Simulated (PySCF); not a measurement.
Compound: C2HClS.
InChI=1S/C2HClS/c3-1-2-4/h1H

Theory: EOM-IP-CCSD/aug-cc-pVDZ in PySCF, restricted Hartree–Fock reference, 12 core orbitals frozen, non-relativistic, gas phase, PBE0-D3(BJ)/def2-SVP geometry.

Hartree–Fock orbital energies give these Koopmans values (eV): HOMO 9.05, HOMO-1 12.12, HOMO-2 12.91, HOMO-3 12.96, HOMO-4 15.06, HOMO-5 16.43, HOMO-6 17.09, HOMO-7 19.97.

What vertical ionisation energies does EOM-IP-CCSD give?

| leading hole (HF orbital) | Koopmans (eV) | EOM-IP-CCSD (eV) | change (eV) | one-hole share |
| --- | --- | --- | --- | --- |
| HOMO | 9.05 | 8.67 | -0.38 | 0.96 |
| HOMO-2 | 12.91 | 11.78 | -1.13 | 0.95 |
| HOMO-3 | 12.96 | 11.93 | -1.03 | 0.92 |
| HOMO-1 | 12.12 | 12.00 | -0.12 | 0.95 |
| HOMO-4 | 15.06 | 13.55 | -1.51 | 0.90 |
| HOMO-5 | 16.43 | 15.06 | -1.37 | 0.93 |
| HOMO-6 | 17.09 | 15.75 | -1.34 | 0.92 |
| HOMO-7 | 19.97 | 17.74 | -2.23 | 0.90 |

Does the order of the lines follow the orbital energies?

No: the HOMO-2 hole (11.78 eV) falls below the HOMO-1 hole (12.00 eV); the HOMO-3 hole (11.93 eV) falls below the HOMO-1 hole (12.00 eV). The corrections run from -2.23 to -0.12 eV, with a mean of -1.14 eV over the 8 lines; no line lies above its Koopmans value. Koopmans values leave out both the relaxation of the orbitals and the change in correlation energy.

At what kinetic energies would He I light (21.22 eV) eject these electrons?

12.55 eV (HOMO), 9.44 eV (HOMO-2), 9.29 eV (HOMO-3), 9.22 eV (HOMO-1), 7.67 eV (HOMO-4), 6.16 eV (HOMO-5), 5.47 eV (HOMO-6), 3.48 eV (HOMO-7).

What total energy has the lowest final state, and which wavelength reaches it?

E(CCSD) + ionisation energy = -933.87408 + 0.31845 = -933.55563 Eh, at the geometry of the initial state. The threshold wavelength is 1239.84 eV nm/8.67 eV = 143.0 nm.

Lines less than 0.15 eV apart could change places at a higher level. One root was sought for each valence orbital with −ε under 21 eV, eight at most, so deeper holes and satellites are missing; no vibrational structure.
